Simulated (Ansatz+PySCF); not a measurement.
A calculation with Ansatz (development build ahead of 0.2.0).

```yaml
crystal:
  periodic: [false, false, false]
  atoms:
    - { symbol: "N", position_ang: [0.0, 0.0, 0.0] }
    - { symbol: P, position_ang: [0.73473, 0.97964, 2.12099] }
basis:
  gaussian: { orbitals: STO-3G }
total_charge: 1
magnetization:
  initial_magnetization: 1
hamiltonian:
  xc: hf
correlation:
  method: fci
  frozen_orbitals: { "N": 1, P: 5 }
```

The input is written out in the form of the current development build from the run's settings.

The run gave:

| Item | Value |
| --- | --- |
| Converged | yes |
| Total energy | -390.37578 hartree |
| State | lowest doublet root, of any spatial symmetry |
